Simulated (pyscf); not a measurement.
`[CH3][Al]` [singlet] + `[OH][SiH3]` → `[Al][O][SiH3]` [singlet] + `[CH4]`, a four-centre exchange (singlet surface; Al–C, H–O broken, Al–O, C–H formed). PySCF, gas phase, ωB97X-D3(BJ)/def2-SVP geometries. Correlated levels are frozen-core, on RHF or UHF. ΔMP2 is the change of the MP2 total energy from the triple- to the quadruple-zeta basis. Energies in eV from the separated reactants.

Small-basis levels: PySCF, no dispersion term, spherical d functions. 

Question: Quick SVWN5/6-31G* single points give ΔE‡ = -0.83 eV and ΔE = -2.49 eV. What does CCSD(T)/def2-TZVPP + ΔMP2(QZVPP) give, and how far is the quick result from it?

Answer: CCSD(T)/def2-TZVPP + ΔMP2(QZVPP) gives ΔE‡ = 0.02 eV and ΔE = -2.34 eV. SVWN5/6-31G* lies 0.86 eV under it in the barrier and 0.15 eV under it in the reaction energy, so on this step it does not hold to within 0.13 eV. At SVWN5/6-31G* this geometry lies under one side, so its ΔE‡ may be no barrier of that level. CCSD(T)/def2-TZVPP + ΔMP2(QZVPP) has limits of its own. On the reactant side the descent ends in an adduct with a Al–O contact, 0.38 eV under the separated species and 0.33 eV under the saddle at ωB97X-D3(BJ)/def2-TZVP. What is counted as formed (Al–O) is already present as a longer contact in the reactant adduct; forming that adduct is a step of its own. This is the saddle that the search found; another between the same sides may lie lower. The CCSD(T) − MP2 part came from Ansatz, without density fitting, on the same reference.
